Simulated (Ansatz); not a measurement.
**BHLYP/STO-3G run of HNO (nitroxyl)**

What is the vertical electron affinity of HNO (nitroxyl) at BHLYP/STO-3G? 

The results are computed with Ansatz 0.2.0.

50 further runs of the same task are left out: 1 that didn't finish, 49 set aside as unsound or not needed.

## Step 1: The molecule

HNO: 3 atoms, total charge 0, spin state singlet. As SMILES, `N=O`. The coordinates come from a PBE0-D4/def2-TZVP relaxation.

Bond lengths: N1–O2 1.190 Å, N1–H3 1.063 Å. Angles: O2–N1–H3 108.9°.

## Step 2: The energy at BHLYP/STO-3G

File input.yaml:

```yaml
crystal:
  periodic: [false, false, false]
  atoms:
    - {symbol: N, position_ang: [-0.283700, 0.312790, -0.117160]}
    - {symbol: O, position_ang: [0.755300, 0.397200, 0.456500]}
    - {symbol: H, position_ang: [-0.471600, -0.709980, -0.339350]}
basis:
  gaussian:
    orbitals: STO-3G
accuracy: high
hamiltonian:
  xc: {name: BHLYP}
```

Launch:

```console
ansatz run input.yaml --threads 1 --pin off --max-ram 3480MiB --events-out events.jsonl --progress --plain --runs-dir runs
```

The program printed:

```text
Warning: RAYON_NUM_THREADS=1 ignored (pool sized by the plan → 1); use --threads N
Functional definition: BHLYP
  name "BHLYP"
  parameter a = 0.5
  exchange = (1 - a)*b88_x + a*exact_x
  correlation = lyp_c
168 factors; integrals over basis functions are off by at most 3.7e-8 eV
mean field evaluation 1: about -3499.6262 eV, gradient 1.4e1 eV
mean field evaluation 2: about -3499.3586 eV, gradient 1.8e1 eV
mean field evaluation 4: about -3500.1587 eV, gradient 1.6e-1 eV
mean field evaluation 8: about -3500.1815 eV, gradient 5.3e-4 eV
mean field evaluation 16: about -3500.1815 eV, gradient 2.3e-8 eV
mean field -3500.18145625 eV, -128.6292960091 hartree, gradient 2.3e-8 eV, S^2 0.000000; 0 other end points of the search recorded, 0 dependent functions left out
reference -3500.18146817 eV, -128.6292964469 hartree; 8, 8 occupied and 3, 3 virtual orbitals, 168 factors
Total energy: -3500.18146817 eV, -128.6292964469 hartree
```

It took 0.36 s on 1 thread of AMD EPYC 7R43 (Zen 3), shared host.

## Step 3: The doublet anion, same level

File job.yaml:

```yaml
crystal:
  periodic: [false, false, false]
  atoms:
    - {symbol: "N", position_ang: [-0.283700, 0.312790, -0.117160]}
    - {symbol: O, position_ang: [0.755300, 0.397200, 0.456500]}
    - {symbol: H, position_ang: [-0.471600, -0.709980, -0.339350]}
basis:
  gaussian:
    orbitals: STO-3G
total_charge: -1
magnetization:
  spin_polarized: true
  initial_magnetization: 1
hamiltonian:
  xc: {name: BHLYP}
accuracy: high
```

Launch:

```console
ansatz run job.yaml --threads 1 --pin off --max-ram 3480MiB --events-out events.jsonl --progress --plain --runs-dir runs
```

The program printed:

```text
Warning: RAYON_NUM_THREADS=1 ignored (pool sized by the plan → 1); use --threads N
[... 5 set-up lines as earlier in the session ...]
168 factors; integrals over basis functions are off by at most 3.7e-8 eV
mean field evaluation 1: about -3494.6873 eV, gradient 5.0e0 eV
mean field evaluation 2: about -3494.8340 eV, gradient 1.2e0 eV
mean field evaluation 4: about -3494.8435 eV, gradient 1.4e-1 eV
mean field evaluation 8: about -3494.9029 eV, gradient 1.8e-3 eV
mean field evaluation 16: about -3494.9029 eV, gradient 4.9e-7 eV
mean field -3494.90288766 eV, -128.4353121913 hartree, gradient 6.2e-8 eV, S^2 0.750919; 0 other end points of the search recorded, 0 dependent functions left out
reference -3494.90289904 eV, -128.4353126093 hartree; 9, 8 occupied and 2, 3 virtual orbitals, 168 factors
Total energy: -3494.90289904 eV, -128.4353126093 hartree
```

It took 0.6 s on 1 thread of AMD EPYC 7R43 (Zen 3), shared host; peak memory 0.11 GiB.

## Step 4: Summary of results

Level: BHLYP/STO-3G.

| quantity | value |
| --- | --- |
| singlet HNO: total energy | -128.62930 Eh |
| doublet anion: total energy | -128.43531 Eh |
| doublet anion: ⟨S²⟩ | 0.751 |
| vertical electron affinity (to the doublet anion) | -5.279 eV |

The anion lies 5.28 eV (122 kcal/mol) above the neutral: the electron isn't bound at this level, and such a value depends on the basis. Without diffuse functions anions come out too high. In a minimal basis such a difference can be off by several eV, whatever the method.
